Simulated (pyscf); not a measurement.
Optimised with ωB97X-D3(BJ)/def2-SVP in PySCF. Correlated levels are frozen-core, on RHF or UHF. ΔMP2 is the change of the MP2 total energy from the triple- to the quadruple-zeta basis.

Task: PBE/def2-TZVP puts the barrier of `[Cl][SnH3]` -> `[SnH2]` [singlet] + `[ClH]` (1,1-elimination; singlet surface; Cl–Sn, H–Sn broken, Cl–H formed) at 167.4 kJ/mol and the reaction energy at +156.7 kJ/mol, from the reactant's lowest minimum found. What do PBE0-D3(BJ)/def2-TZVP, ωB97M-D3(BJ)/def2-TZVP, CCSD(T)/def2-TZVPP + ΔMP2(QZVPP) give on the same structures?

Result: PBE0-D3(BJ): ΔE‡ = 197.2 kJ/mol, ΔE = +173.1 kJ/mol; ωB97M-D3(BJ): ΔE‡ = 216.2 kJ/mol, ΔE = +162.7 kJ/mol; CCSD(T): ΔE‡ = 211.3 kJ/mol, ΔE = +168.3 kJ/mol. PBE's barrier lies under all of them, by 29.8 to 48.7 kJ/mol. Its reaction energy lies under all of them, by 6.0 to 16.4 kJ/mol. Low barriers are usual for a GGA, whose delocalisation error favours stretched bonds. On the product side the descent ends in an adduct with a Cl–Sn contact, 35.1 kJ/mol under the separated species and 73.1 kJ/mol under the saddle at ωB97X-D3(BJ)/def2-TZVP. What is counted as broken (Cl–Sn) persists as a longer contact in the product adduct; parting that adduct is a step of its own. At ωB97X-D3(BJ) the barrier from the zero used here is 231.2 kJ/mol. This is the saddle that the search found; another between the same sides may lie lower. The CCSD(T) − MP2 part came from Ansatz, without density fitting, on the same reference. The frozen core leaves the outer d or s,p core shells of the metals and heavy elements correlated in the MP2 and CC values, and def2-TZVPP describes them poorly, which can shift differences by a few kcal/mol. Elements past Kr carry the def2 core potentials, without spin-orbit coupling.
